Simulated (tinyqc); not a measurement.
Extended Hueckel theory, for CO+, step by step. The parameters take no account of the charge, which enters only through the electron count. One step of it, computed by the program tinyqc.

Task: Wolfsberg-Helmholz matrix. H_ij = K' S_ij (H_ii + H_jj)/2 for i != j (the diagonal keeps H_ii), with K' = K + D^2 + D^4 (1 - K), D = (H_ii - H_jj)/(H_ii + H_jj), K = 1.5.

overlap S, lower triangle:
```
            1C 2s    1C 2px    1C 2py     1C 2pz     2O 2s    2O 2px    2O 2py    2O 2pz
1C 2s    1.000000
1C 2px   0.000000  1.000000
1C 2py   0.000000  0.000000  1.000000
1C 2pz   0.000000  0.000000  0.000000   1.000000
2O 2s    0.463486  0.000000  0.000000   0.529443  1.000000
2O 2px   0.000000  0.291869  0.000000   0.000000  0.000000  1.000000
2O 2py   0.000000  0.000000  0.291869   0.000000  0.000000  0.000000  1.000000
2O 2pz  -0.346276  0.000000  0.000000  -0.281002  0.000000  0.000000  0.000000  1.000000
```

diagonal H_ii (eV): 1C 2s -21.400000, 1C 2px -11.400000, 1C 2py -11.400000, 1C 2pz -11.400000, 2O 2s -32.300000, 2O 2px -14.800000, 2O 2py -14.800000, 2O 2pz -14.800000

K = 1.500000

Give: H.

Result:

H (eV), lower triangle:
```
           1C 2s    1C 2px    1C 2py    1C 2pz     2O 2s    2O 2px    2O 2py    2O 2pz
1C 2s   -21.4000
1C 2px    0.0000  -11.4000
1C 2py    0.0000    0.0000  -11.4000
1C 2pz    0.0000    0.0000    0.0000  -11.4000
2O 2s   -19.1691    0.0000    0.0000  -19.6959  -32.3000
2O 2px    0.0000   -5.7991    0.0000    0.0000    0.0000  -14.8000
2O 2py    0.0000    0.0000   -5.7991    0.0000    0.0000    0.0000  -14.8000
2O 2pz    9.6063    0.0000    0.0000    5.5832    0.0000    0.0000    0.0000  -14.8000
```
